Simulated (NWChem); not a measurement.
# SiS (SMILES [Si-]#[S+]) at 6 levels

Aim: a comparison of 6 runs (HF/STO-3G, HF/def2-SVP, BHLYP/cc-pVTZ, M06-L/cc-pVTZ, B3LYP/6-31G*, CCSD/cc-pVTZ) of SiS. 

The results are computed with NWChem 7.3.0.

1 further run of the same task is left out (set aside as unsound or not needed).

**1. The system as given**

The species is SiS (2 atoms), meant as a singlet with charge 0. As SMILES, `[Si-]#[S+]`. The bond length is the measured one.

Bond lengths: Si1–S2 1.929 Å.

**2. Energy and forces at HF/STO-3G (run 1)**

Input file test.nw:

```
start test
title "silylene, thioxo-"
memory stack 880 mb heap 220 mb global 1100 mb
charge 0

geometry noautosym nocenter noautoz
Si    0.000000    0.000000    0.000000
S     0.000000    0.000000    1.929321
end

basis spherical bse
* library STO-3G
end

scf
thresh 1e-08
maxiter 80
print low
end

task scf gradient
```

Launch:

```
$ nwchem test.nw > test.out
```

Standard output:

```text
[...]
  functions       =    18
[...]
  wavefunction    = RHF
[...]
         Total SCF energy =   -678.742278039544
      One-electron energy =  -1070.386202946617
      Two-electron energy =    330.204846715350
 Nuclear repulsion energy =     61.439078191723
        Time for solution =      0.2s
[...]
                         RHF ENERGY GRADIENTS
    atom               coordinates                        gradient
                 x          y          z           x          y          z
   1 Si      0.000000   0.000000   0.000000    0.000000   0.000000  -0.060348
   2 S       0.000000   0.000000   3.645888   -0.000000  -0.000000   0.060348
 Task  times  cpu:        0.3s     wall:        0.3s
 Total times  cpu:        0.3s     wall:        0.3s
```

Run time: 0.82 s. Hardware: 1 thread of Intel Xeon 6975P-C (Granite Rapids), shared host; peak memory 0.099 GiB.

**3. Energy and gradient at HF/def2-SVP (run 2)**

Input file test.nw:

```
start test
memory total 2200 mb
charge 0

geometry noautosym nocenter noautoz
  Si       0.000000       0.000000       0.000000
  S        0.000000       0.000000       1.929321
end

basis spherical bse
  * library def2-SVP
end

scf
  thresh 1e-08
  maxiter 80
end

task scf gradient
```

Launch:

```
$ nwchem test.nw > test.out
```

Standard output:

```text
[...]
  functions       =    36
[...]
  wavefunction    = RHF
[...]
         Total SCF energy =   -686.257936621623
      One-electron energy =  -1072.948657455152
      Two-electron energy =    325.251642641807
 Nuclear repulsion energy =     61.439078191723
        Time for solution =      0.7s
[...]
                         RHF ENERGY GRADIENTS
    atom               coordinates                        gradient
                 x          y          z           x          y          z
   1 Si      0.000000   0.000000   0.000000    0.000000   0.000000  -0.009984
   2 S       0.000000   0.000000   3.645888   -0.000000  -0.000000   0.009984
[...]
```

Run time: 1.6 s. Hardware: 1 thread of Intel Xeon 6975P-C (Granite Rapids), shared host; peak memory 0.099 GiB.

Run 3 isn't shown in full; the table further down has it.

**4. Energy and gradient at M06-L/cc-pVTZ (run 4)**

Input file ssi.xyz:

```xyz
2

Si     0.000000     0.000000     0.000000
S      0.000000     0.000000     1.929321
```

Input file run.py:

```python
from ase.io import read
from ase.calculators.nwchem import NWChem

system = read('ssi.xyz')

calc = NWChem(
    label='ssi',
    theory='dft',
    memory='2200 mb',
    basis='cc-pVTZ',
    basispar='spherical bse',
    dft={'xc': 'm06-l', 'mult': '1', 'grid': 'xfine', 'convergence': 'energy 1e-08', 'iterations': '100', 'mulliken': None, 'print': 'low'},
)
system.calc = calc

forces = system.get_forces()
print(f"energy = {system.get_potential_energy():.6f} eV")
print("forces (eV/A):")
for s, f in zip(system.symbols, forces):
    print(f"{s:2s} {f[0]:10.5f} {f[1]:10.5f} {f[2]:10.5f}")
```

Launch:

```
$ export ASE_NWCHEM_COMMAND="nwchem PREFIX.nwi > PREFIX.nwo"
$ python run.py
```

Standard output:

```text
energy = -18713.552567 eV
forces (eV/A):
Si    0.00000    0.00000   -0.36211
S    -0.00000   -0.00000    0.36211
```

The calculator wrote ssi.nwi:

```
title "ssi"

permanent_dir ssi

scratch_dir ssi

start ssi

geometry units angstrom nocenter noautosym noautoz
  Si 0.0000000000000000e+00 0.0000000000000000e+00 0.0000000000000000e+00
  S  0.0000000000000000e+00 0.0000000000000000e+00 1.9293210000000001e+00
end

memory 2200 mb

basis spherical bse noprint
   * library cc-pVTZ
end

dft
  xc m06-l
  mult 1
  grid xfine
  convergence energy 1e-08
  iterations 100
  mulliken
  print low
end

task dft gradient
```

ssi.nwo:

```text
Northwest Computational Chemistry Package (NWChem) 7.3.0
             --------------------------------------------------------

           Job information
           ---------------

    nwchem branch   = 7.3.0
    use scalapack   = T
    input           = ssi.nwi
    prefix          = ssi.
    data base       = ssi/ssi.db
    status          = startup
    nproc           =        1

           Memory information
           ------------------

[... 5 lines left out ...]
    hardfail = no
[... 34 lines left out ...]
            Nuclear Dipole moment (a.u.)
[... 58 lines left out ...]
         Total DFT energy =     -687.710377921006
[... 1 line left out ...]
           Coulomb energy =      371.181572398705
[... 1 line left out ...]
 Nuclear repulsion energy =       61.439078191723
[... 23 lines left out ...]
                         DFT ENERGY GRADIENTS

    atom               coordinates                        gradient
                 x          y          z           x          y          z
   1 Si      0.000000   0.000000   0.000000   -0.000000  -0.000000   0.007042
   2 S       0.000000   0.000000   3.645888    0.000000   0.000000  -0.007042

 Task  times  cpu:       42.8s     wall:       42.8s
 Total times  cpu:       42.8s     wall:       42.8s
```

Run time: 44 s. Hardware: 1 thread of Intel Xeon 6975P-C (Granite Rapids), shared host; peak memory 0.12 GiB.

Run 5 isn't shown in full; the table further down has it.

**5. The energy at CCSD/cc-pVTZ (run 6)**

Input file ssi.nw:

```
start ssi
memory 2200 mb

geometry units au noautosym nocenter noautoz
  Si   0.00000000   0.00000000   0.00000000
  S    0.00000000   0.00000000   3.64588830
end

basis "ao basis" spherical bse
  * library cc-pVTZ
end

scf
  thresh 1e-08
  maxiter 80
end

ccsd
  freeze core 10
  maxiter 60
end

task ccsd energy
```

Launch:

```
$ nwchem ssi.nw > ssi.out
```

Standard output:

```text
[...]
  functions       =    68
[...]
  wavefunction    = RHF
[...]
         Total SCF energy =   -686.506490150275
      One-electron energy =  -1073.292428915742
      Two-electron energy =    325.346865056050
 Nuclear repulsion energy =     61.439073709417
        Time for solution =     25.6s
[...]
 Total MP2 energy:           -686.765852313817618
[...]
             energy      energy      error      ampl     ampl      Block
                                                time     time      time
[...]
 Total CCSD energy:           -686.787492696633763
[...]
```

Run time: 76 s. Hardware: 1 thread of Intel Xeon 6975P-C (Granite Rapids), shared host; peak memory 0.11 GiB.

**6. All runs side by side**

```csv
run,level,iteration cap,module,energy (Eh),largest force (eV/Å),wall time
1,HF/STO-3G,80,scf,-678.742278,3.103,0.82 s
2,HF/def2-SVP,80,scf,-686.257937,0.513,1.6 s
3,BHLYP/cc-pVTZ,100,dft,-687.720742,0.168,32 s
4,M06-L/cc-pVTZ,100,dft,-687.710378,0.362,44 s
5,B3LYP/6-31G* (Cartesian functions),100,dft,-687.694790,0.701,4.2 s
6,CCSD/cc-pVTZ,80,ccsd,-686.787493,–,76 s
```

**7. Results**

```
                                           quantity          value
                                run 6: total energy  -686.78749 Eh
         run 6: HOMO energy (Hartree–Fock orbitals)      -10.57 eV
         run 6: LUMO energy (Hartree–Fock orbitals)        0.75 eV
       run 6: HOMO–LUMO gap (Hartree–Fock orbitals)       11.32 eV
run 6: correlation energy (10 core orbitals frozen)     -281.0 mEh
```

Totals of different functionals can't be ranked against each other. In run 1 the basis is minimal, so the values are rough. All runs together took 2.6 min, the longest 76 s.
